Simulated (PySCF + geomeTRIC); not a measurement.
Species: CH$_{3}$, SMILES `[CH3]` (charge 0, multiplicity 2).

Task: Give a relaxed geometry from TPSSh-D3(BJ)/def2-TZVP in PySCF + geomeTRIC.

Result: the end point of this relaxation (outside a Z-matrix the atoms follow the SMILES, hydrogens last).
Cartesian coordinates (Å) in one orientation:
```xyz
4

C      0.000     0.000     0.000
H     -0.854    -0.663     0.004
H      1.001    -0.408    -0.004
H     -0.148     1.071     0.000
```
